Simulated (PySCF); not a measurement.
Species: BH₇N₂.
Geometry (PBE0-D3(BJ)/def2-SVP, Å), atoms numbered from 1 in this order:
```xyz
10
BH7N2 angstrom
N     -1.332   -0.396   -0.013
B     -0.181    0.504   -0.303
N      1.170   -0.273    0.340
H     -1.802   -0.781   -0.824
H     -2.038   -0.018    0.608
H      0.123    0.617   -1.491
H     -0.176    1.579    0.301
H      1.269   -1.190   -0.097
H      1.025   -0.429    1.338
H      2.035    0.253    0.207
```

A calculation gives these core lines: B 1s: 194.44 eV; N 1s: 403.52 (area 1), 407.41 (area 1) eV.

The calculation used delta-SCF UKS SCAN, pcX-2 on the ionised atom, pcseg-1 elsewhere, spin-free X2C in PySCF 2.14.0. One conformer (not necessarily the lowest) at the PBE0-D3(BJ)/def2-SVP geometry, without solvent, vibrations or thermal averaging.

Assign the N 1s lines to atoms.

403.52 eV: N1 (boron-bound nitrogen); 407.41 eV: N3 (nitrogen bonded to B and 3 H). Lowest listed N 1s: N1, bonded to 2 H and B. Highest, 3.89 eV above it: N3, bonded to 3 H and B. Summing the Pauling electronegativity differences to the bonded atoms, each weighted by its formal bond order, gives -2.68 for the lowest site and -3.52 for the highest; the largest sum, -2.68, belongs to N1, 3.89 eV below the top. The smallest sum, -3.52, belongs to N3, 3.89 eV above the lowest.

Bonded neighbours of each site: N1: 2 H and B; B2: 2 N and 2 H; N3: 3 H and B.

Give the binding energy of N 1s of N1 in hartree and in kJ/mol.

403.52 eV = 14.8291 Eh = 38934 kJ/mol.

Time: 12 s wall, 8.7 s CPU. Hardware: an x86-64 server with one thread, no GPU, shared host.
